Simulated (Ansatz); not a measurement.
fcc W (model structure)

Calculation: r²SCAN (plane waves, PAW; Ansatz, a quantum-chemistry and plane-wave program).

Numerical settings: plane-wave cutoff 500 eV, 32×32×32 k mesh, Fermi–Dirac smearing 0.1 eV, no spin polarisation, scalar-relativistic PAW data made under PBE.

Cell (relaxed at this level):

```cif
data_W4
_chemical_formula_sum 'W4'
_space_group_name_H-M_alt 'Fm-3m'
_space_group_IT_number 225
_space_group_name_Hall '-F 4 2 3'
_cell_length_a 4.01754
_cell_length_b 4.01754
_cell_length_c 4.01754
_cell_angle_alpha 90.000
_cell_angle_beta 90.000
_cell_angle_gamma 90.000
loop_
_atom_site_label
_atom_site_type_symbol
_atom_site_symmetry_multiplicity
_atom_site_Wyckoff_symbol
_atom_site_fract_x
_atom_site_fract_y
_atom_site_fract_z
_atom_site_occupancy
W1 W 4 a 0.00000 0.00000 0.00000 1
```
(The calculation used a cell of 1 atom; values per cell refer to that cell.)

```
Property  Result
--------  ------
band gap    none
```

Note: the relaxation could raise the start's symmetry but not lower it, so the cell can be a saddle point.

Spin–orbit coupling is not included.

Static lattice: no zero-point or thermal effects.

A model structure was made by putting elements into a prototype or built by hand; it is no filed structure, need not be a known phase, and can be a saddle point held by its symmetry.
